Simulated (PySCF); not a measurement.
# Static response to an electric field

Nitrogen trifluoride, NF3.
Atom-mapped SMILES: `[F:1][N:2]([F:3])[F:4]`

Cartesian coordinates in Å at the GFN2-xTB level; atoms count from 1:
```xyz
4
NF3 angstrom
F     -0.5388    1.1051   -0.1535
N      0.0013    0.0021    0.4276
F     -0.6825   -1.0204   -0.1499
F      1.2302   -0.0820   -0.1470
```

Level: B3LYP/def2-SVPD (PySCF), static field, nuclei fixed, core orbitals frozen in the response. The polarisability tensor in these axes (au):

```
x   20.13  0.00  0.01
y    0.00 20.13 -0.01
z    0.01 -0.01 14.23
```

Task: Diagonalise the tensor; give its mean and Δα, where Δα² is half the sum of the squared differences of the eigenvalues.

Result: Principal values 14.23, 20.13 and 20.14 au; mean 18.17 au = 2.69 Å³ = 3.00 × 10⁻⁴⁰ C²·m²/J; Δα = 5.90 au (32 % of the mean).

Task: What is the dipole moment?

Result: 0.11 D at this geometry.

Task: What would n − 1 = 2πNα be for an ideal gas of these molecules at 350 K and 1 atm, electronic part alone?

Result: N = p/kT = 2.0968 × 10¹⁹ cm⁻³, so n − 1 = 2π × N × 2.69 × 10⁻²⁴ cm³ = 355 × 10⁻⁶ at long wavelengths, for an ideal gas.

Task: Give the eigenvalues of the traceless quadrupole moment Θ = ½Σq(3rr − r²1), origin at the centre of nuclear charge.

Result: -0.05, 0.02, 0.03 D·Å. The values depend on the origin, since the dipole doesn't vanish. The electronic extent ⟨r²⟩ about the same centre is 198 bohr², a root-mean-square distance of 1.28 Å for the 34 electrons.

Task: Rayleigh depolarisation ratio (linearly polarised light, static tensor)?

Result: ρ = 3Δα²/(45ᾱ² + 4Δα²) = 104.5/(14849 + 139.3) = 0.00697.

Geometry: GFN2-xTB; no solvent, vibrations or thermal averaging.
